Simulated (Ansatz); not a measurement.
System: fcc Al. Method: PBE-D4 (plane waves, PAW; Ansatz, a program for electronic structure).

Numerical settings: plane-wave cutoff 500 eV, 30×30×30 k mesh, Fermi–Dirac smearing 0.1 eV, scalar-relativistic PAW data made under PBE.

Computed at the level's own relaxed cell.

Task: Predict the equilibrium volume per atom and lattice parameter a.

Result: 
- equilibrium volume per atom = 15.84 Å³/atom
- lattice parameter a = 3.987 Å

Measured, for comparison: equilibrium volume per atom 16.22 Å³/atom, lattice constant a 4.018 Å (static lattice: zero-point anharmonic expansion removed; as tabulated in Mejia-Rodriguez and Trickey (2018), arXiv:1807.09216). Computed (rounded) less measured: equilibrium volume per atom -2.3 %, lattice constant a -0.8 %.
